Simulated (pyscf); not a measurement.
PySCF, gas phase, ωB97X-D3(BJ)/def2-SVP geometries.

Question: Estimate the classical barrier height and the reaction energy of HO–Si•(OH)–OH (SMILES O[Si](O)O) + H₂ (SMILES [H][H]) -> HO–SiH(OH)–OH (SMILES O[SiH](O)O) + H• (SMILES [H]) at ωB97M-D3(BJ)/def2-TZVP. The step runs on the doublet surface, breaks H–H and forms H–Si; take the separated reactants as zero.

Answer: ΔE‡ = 0.52 eV, ΔE = +0.22 eV. Zero-point energy shifts the barrier by -0.04 eV. It is a hydrogen abstraction, with an imaginary mode of 1152i cm⁻¹. This is the saddle that the search found; another between the same sides may lie lower. The angle at the transferred H is 178°.
